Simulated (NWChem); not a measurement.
System: Si, triplet

The following NWChem deck was run.

```
start job
memory heap 200 mb stack 900 mb global 1100 mb
geometry units angstroms noautoz
  Si     0.000000     0.000000     0.000000
end
basis spherical
  * library def2-svp
end
dft
  odft
  mult 3
  xc becke97-d
  disp vdw 2
  iterations 150
  mulliken
end
task dft energy
```

NWChem printed, in part:

```
             Northwest Computational Chemistry Package (NWChem) 7.3.0
             --------------------------------------------------------

                             Geometry "geometry" -> ""
                             -------------------------

 Output coordinates in angstroms (scale by  1.889725989 to convert to a.u.)

  No.       Tag          Charge          X              Y              Z
 ---- ---------------- ---------- -------------- -------------- --------------
    1 Si                  14.0000     0.00000000     0.00000000     0.00000000

 Effective nuclear repulsion energy (a.u.)       0.0000000000

                                 NWChem DFT Module
                                 -----------------

 Summary of "ao basis" -> "ao basis" (spherical)
 ------------------------------------------------------------------------------
       Tag                 Description            Shells   Functions and Types
 ---------------- ------------------------------  ------  ---------------------
 Si                         def2-svp                 8       18   4s3p1d

            General Information
            -------------------
          SCF calculation type: DFT
          Wavefunction type:  spin polarized.
          No. of atoms     :     1
          No. of electrons :    14
           Alpha electrons :     8
            Beta electrons :     6
          Charge           :     0
          Spin multiplicity:     3
          Use of symmetry is: off; symmetry adaption is: off
          Maximum number of iterations: 150
          AO basis - number of functions:    18
                     number of shells:     8
          Convergence on energy requested:  1.00D-06
          Convergence on density requested:  1.00D-05
          Convergence on gradient requested:  5.00D-04

              XC Information
              --------------
                   Becke 97-D Method XC Functional
                  Becke 1997-D Exchange Functional  1.000
                Becke 1997-D Correlation Potential  1.000

             Grid Information
             ----------------
          Grid used for XC integration:  medium
          Radial quadrature: Mura-Knowles
          Angular quadrature: Lebedev.
          Tag              B.-S. Rad. Rad. Pts. Rad. Cut. Ang. Pts.
          ---              ---------- --------- --------- ---------
          Si                  1.10       88           6.0       590
          Grid pruning is: on
          Number of quadrature shells:    88
          Spatial weights used:  Erf1

      Superposition of Atomic Density Guess
      -------------------------------------

 Sum of atomic energies:        -288.73854434

      Non-variational initial energy
      ------------------------------

 Total energy =    -288.516933
 1-e energy   =    -400.463815
 2-e energy   =     111.946882
 HOMO         =      -0.065977
 LUMO         =      -0.065977

     ---------------------------------------------
      Total Density - Mulliken Population Analysis
     ---------------------------------------------

    Atom       Charge   Shell Charges
 -----------   ------   -------------------------------------------------------
    1 Si  14    14.00   2.00  1.99  1.33  0.67  5.93  0.60  1.47  0.00

     --------------------------------------------
      Spin Density - Mulliken Population Analysis
     --------------------------------------------

    Atom       Charge   Shell Charges
 -----------   ------   -------------------------------------------------------
    1 Si  14     2.00   0.00  0.00  0.00  0.00  0.01  0.52  1.48  0.00

   convergence    iter        energy       DeltaE   RMS-Dens  Diis-err
 ---------------- ----- ----------------- --------- --------- ---------
 d= 0,ls=0.0,diis     1   -289.2481603338 -2.89D+02  2.07D-02  1.87D-02
                                                     3.90D-03  5.82D-03
 d= 0,ls=0.5,diis     2   -289.2625357126 -1.44D-02  2.05D-03  5.62D-04
                                                     3.73D-03  8.35D-04
 d= 0,ls=0.5,diis     3   -289.2631986895 -6.63D-04  4.54D-04  3.24D-05
                                                     1.22D-03  1.10D-04
 d= 0,ls=0.5,diis     4   -289.2632813159 -8.26D-05  1.62D-04  5.44D-06
                                                     4.96D-04  2.24D-05
 d= 0,ls=0.5,diis     5   -289.2632979510 -1.66D-05  8.07D-05  1.19D-06
                                                     2.58D-04  5.36D-06
  Resetting Diis
 d= 0,ls=0.5,diis     6   -289.2633018297 -3.88D-06  3.62D-05  2.39D-07
                                                     1.29D-04  1.25D-06
 d= 0,ls=0.5,diis     7   -289.2633026931 -8.63D-07  2.71D-05  5.19D-08
                                                     8.52D-05  3.14D-07
 d= 0,ls=0.5,diis     8   -289.2633029344 -2.41D-07  4.79D-06  5.81D-09
                                                     2.53D-05  4.45D-08
 d= 0,ls=0.5,diis     9   -289.2633029646 -3.02D-08  2.53D-06  1.08D-09
                                                     1.23D-05  1.11D-08
 d= 0,ls=0.5,diis    10   -289.2633029720 -7.46D-09  1.32D-06  2.48D-10
                                                     6.97D-06  3.15D-09

         Total DFT energy =     -289.263302974178
      One electron energy =     -400.639049618381
           Coulomb energy =      132.186856532546
    Exchange-Corr. energy =      -20.811109888343
 Nuclear repulsion energy =        0.000000000000

 Numeric. integr. density =       13.999999976982

                    DFT Final Alpha Molecular Orbital Analysis
                    ------------------------------------------

 Vector    6  Occ=1.000000D+00  E=-4.072368D-01
              MO Center=  2.0D-16,  1.6D-16, -2.9D-16, r^2= 1.5D+00
   Bfn.  Coefficient  Atom+Function         Bfn.  Coefficient  Atom+Function
  ----- ------------  ---------------      ----- ------------  ---------------
     3      0.823575  1 Si s                  2      0.481379  1 Si s
     4      0.305229  1 Si s                  1      0.076169  1 Si s

 Vector    7  Occ=1.000000D+00  E=-1.615745D-01
              MO Center=  3.2D-18,  2.9D-16,  1.6D-16, r^2= 2.3D+00
   Bfn.  Coefficient  Atom+Function         Bfn.  Coefficient  Atom+Function
  ----- ------------  ---------------      ----- ------------  ---------------
    12      0.585299  1 Si py                 9      0.425657  1 Si py
    11     -0.265592  1 Si px                 6     -0.212938  1 Si py
     8     -0.193151  1 Si px                13     -0.122534  1 Si pz
     5      0.096625  1 Si px                10     -0.089112  1 Si pz
     7      0.044579  1 Si pz

 Vector    8  Occ=1.000000D+00  E=-1.615745D-01
              MO Center= -3.6D-16,  6.3D-17,  4.8D-16, r^2= 2.3D+00
   Bfn.  Coefficient  Atom+Function         Bfn.  Coefficient  Atom+Function
  ----- ------------  ---------------      ----- ------------  ---------------
    13     -0.468791  1 Si pz                11      0.444559  1 Si px
    10     -0.340927  1 Si pz                 8      0.323304  1 Si px
     7      0.170551  1 Si pz                 5     -0.161735  1 Si px
    12      0.103586  1 Si py                 9      0.075332  1 Si py
     6     -0.037686  1 Si py

 Vector    9  Occ=0.000000D+00  E=-1.504692D-01
              MO Center=  4.2D-16,  3.6D-16,  3.9D-16, r^2= 2.3D+00
   Bfn.  Coefficient  Atom+Function         Bfn.  Coefficient  Atom+Function
  ----- ------------  ---------------      ----- ------------  ---------------
    13      0.441476  1 Si pz                11      0.401548  1 Si px
    10      0.317773  1 Si pz                 8      0.289033  1 Si px
    12      0.274635  1 Si py                 9      0.197681  1 Si py
     7     -0.159335  1 Si pz                 5     -0.144925  1 Si px
     6     -0.099120  1 Si py

 Vector   10  Occ=0.000000D+00  E= 1.450581D-01
              MO Center=  2.5D-15, -2.3D-16,  2.8D-16, r^2= 4.4D+00
   Bfn.  Coefficient  Atom+Function         Bfn.  Coefficient  Atom+Function
  ----- ------------  ---------------      ----- ------------  ---------------
     3      1.956962  1 Si s                  4     -1.930490  1 Si s
     2      0.439070  1 Si s                  1      0.061555  1 Si s

 Vector   11  Occ=0.000000D+00  E= 3.627322D-01
              MO Center= -2.7D-15,  4.4D-16,  2.4D-15, r^2= 3.2D+00
   Bfn.  Coefficient  Atom+Function         Bfn.  Coefficient  Atom+Function
  ----- ------------  ---------------      ----- ------------  ---------------
     9      1.147807  1 Si py                12     -1.006101  1 Si py
     8     -0.470803  1 Si px                11      0.412678  1 Si px
     6     -0.300452  1 Si py                10     -0.285809  1 Si pz
    13      0.250523  1 Si pz                 5      0.123238  1 Si px
     7      0.074814  1 Si pz

                     DFT Final Beta Molecular Orbital Analysis
                     -----------------------------------------

 Vector    4  Occ=1.000000D+00  E=-3.539827D+00
              MO Center= -2.6D-19,  2.1D-17,  5.2D-18, r^2= 1.0D-01
   Bfn.  Coefficient  Atom+Function         Bfn.  Coefficient  Atom+Function
  ----- ------------  ---------------      ----- ------------  ---------------
     6      0.886404  1 Si py                 5     -0.381243  1 Si px
     7     -0.204655  1 Si pz                 9      0.038352  1 Si py

 Vector    5  Occ=1.000000D+00  E=-3.539827D+00
              MO Center= -1.7D-17,  6.0D-17, -1.4D-17, r^2= 1.0D-01
   Bfn.  Coefficient  Atom+Function         Bfn.  Coefficient  Atom+Function
  ----- ------------  ---------------      ----- ------------  ---------------
     7     -0.701188  1 Si pz                 5      0.681240  1 Si px
     6      0.131110  1 Si py                10     -0.030338  1 Si pz
     8      0.029475  1 Si px

[...]
```

Level: B97-D/def2-SVP, spin-unrestricted. The open p shell is one determinant without spherical averaging. No stability test was run on the SCF state.
